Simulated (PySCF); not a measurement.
## Be: ionisation energy

Be [He] 2s2 (1S) → Be+ [He] 2s1 (2S), as a difference of total energies. Calculation: PySCF 2.14, in aug-cc-pVTZ-DK (5s4p3d2f, 46 functions); the spin-free X2C one-electron Hamiltonian (Gaussian nucleus). Correlated levels: valence: 1s2 frozen. The calculations carry no spin-orbit coupling.

```
           method  ionisation energy (eV)  error (eV)
              UHF                   8.046      -1.277
    MP2 (valence)                   8.817      -0.506
SCS-MP2 (valence)                   8.972      -0.351
   CCSD (valence)                   9.286      -0.037
```

Reference: 9.323 eV (measured; NIST Atomic Spectra Database, ionization energies).

Errors of the correlated levels include the incompleteness of this basis and the frozen core.

With two correlated electrons CCSD is exact in that space.
